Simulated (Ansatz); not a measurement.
Reaction: Si2H6 (silylsilane, SMILES [SiH3][SiH3]) → Si2H5 (SMILES [SiH2][SiH3], doublet) + H (doublet) (the H-Si bond breaks)
Each species at its own B3LYP-D3(BJ)/def2-TZVP minimum (Ansatz, a quantum-chemistry and plane-wave program).

Total energies in hartree (Ansatz). Open shells are spin-unrestricted; no spin-orbit coupling. Correlated methods leave the cores frozen. No relativity. For partners of very few electrons the exact lower level stands in for a higher one.

| species | HF/cc-pV(T+d)Z | CCSD(T)/cc-pV(T+d)Z | HF/cc-pV(Q+d)Z | CCSD(T)/cc-pV(Q+d)Z | CCSD(T)/cc-pV(D+d)Z | CCSDT(Q)/cc-pV(D+d)Z |
|---|---|---|---|---|---|---|
| 1: Si2H6 (silylsilane, SMILES [SiH3][SiH3]) | -581.37602 | -581.69968 | -581.38319 | -581.72298 | -581.62335 | -581.62479 |
| 2: Si2H5 (SMILES [SiH2][SiH3], doublet) | -580.75936 | -581.05307 | -580.76614 | -581.07472 | -580.98183 | -580.98332 |
| 3: H (doublet) | -0.49981 | -0.49981 | -0.49995 | -0.49995 | -0.49928 | -0.49928 |

Q: Work out the bond dissociation energy (electronic) in kJ/mol: take Hartree-Fock from cc-pV(Q+d)Z, extrapolate the CCSD(T) correlation energy as X^-3 (X = 3, 4), and add CCSDT(Q) - CCSD(T) in cc-pV(D+d)Z. 1 hartree = 2625.5 kJ/mol.

A: 
Species 1: correlation (64·(-0.33979) - 27·(-0.32366))/37 = -0.35156; step -0.00144; E1 = -581.38319 + (-0.35156) + (-0.00144) = -581.73619
Species 2: correlation (64·(-0.30858) - 27·(-0.29371))/37 = -0.31943; step -0.00149; E2 = -580.76614 + (-0.31943) + (-0.00149) = -581.08706
Species 3: correlation (64·(0.00000) - 27·(0.00000))/37 = 0.00000; step +0.00000; E3 = -0.49995 + (0.00000) + (+0.00000) = -0.49995
-1·E1 +1·E2 +1·E3 = 0.14918 hartree = 391.7 kJ/mol.
